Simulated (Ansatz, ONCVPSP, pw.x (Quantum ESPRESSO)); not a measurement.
# Si (diamond): variants of one ONCV potential in the solid

Si (Z = 14), optimised norm-conserving Vanderbilt (ONCV), made with ONCVPSP 4.0.1.1 (patched build) (PBE, scalar-relativistic). Core [Ne], reference 3s2 3p2. Waves: 3s: rc 1.80 bohr, ncon 4, nbas 7, qcut 4.4 1/bohr, 1 projector; 3p: rc 1.85 bohr, ncon 5, nbas 9, qcut 4.4 1/bohr, 2 projectors, debl 1.7 Ha; d scattering state at 0.11 Ha: rc 1.80 bohr, ncon 4, nbas 8, qcut 5 1/bohr, 2 projectors, debl 1.3 Ha. Local part: polynomial inside 1.60 bohr (lpopt 5, dvloc0 0 Ha). Core correction: Teter function, fcfact 3, rcfact 1.6.

Crystal test: diamond Si in pw.x 7.5, no spin, 8³ k-points, Fermi–Dirac smearing 0.01 Ry, cutoffs set for each file from its atomic test. The reference is all-electron LAPW (Ansatz 0.2.0) with the same functional, mesh and smearing; V0 and B0 come from Birch–Murnaghan fits to the pressures at five volumes. Errors are pseudo minus all-electron; Δ is the rms difference of the E(V) curves that follow from these fits, minima aligned, over ±6 % about the mean V0. Mesh and smearing are coarse, so the numbers serve the comparison and aren't converged zero-temperature values; the lattice is a test structure that the element need not adopt.

All-electron: a0 = 5.469 Å (V0 = 20.45 Å³/atom), B0 = 88.5 GPa.

1 further variants are left out: they gave no file fit for a test, a broken result, the same result as the base, or pressures whose basis-set error rivals the error shown.

```csv
change,cutoffs (Ry),pw.x,a0 (Å),a0 error (%),B0 error (%),Δ (meV/atom),mean pressure error (GPa)
base,50/200,converged,5.461,-0.14,+2.1,1.7,-0.39
"core correction Teter function, fcfact 5, rcfact 1.6",50/200,converged,5.453,-0.30,+3.7,3.6,-0.80
"p: ncon 3, nbas 7",50/200,converged,5.462,-0.14,+2.0,1.7,-0.37
"local potential polynomial inside 1.60 bohr (lpopt 5, dvloc0 3 Ha)",50/200,converged,5.464,-0.10,+2.0,1.2,-0.27
```

Problem. Give the row for: core correction Teter function, fcfact 3, rcfact 1.06.

Solution. pw.x: converged; mean pressure error (GPa): +0.14; a0 (Å): 5.472; a0 error (%): +0.05; B0 error (%): -1.3; Δ (meV/atom): 0.6.
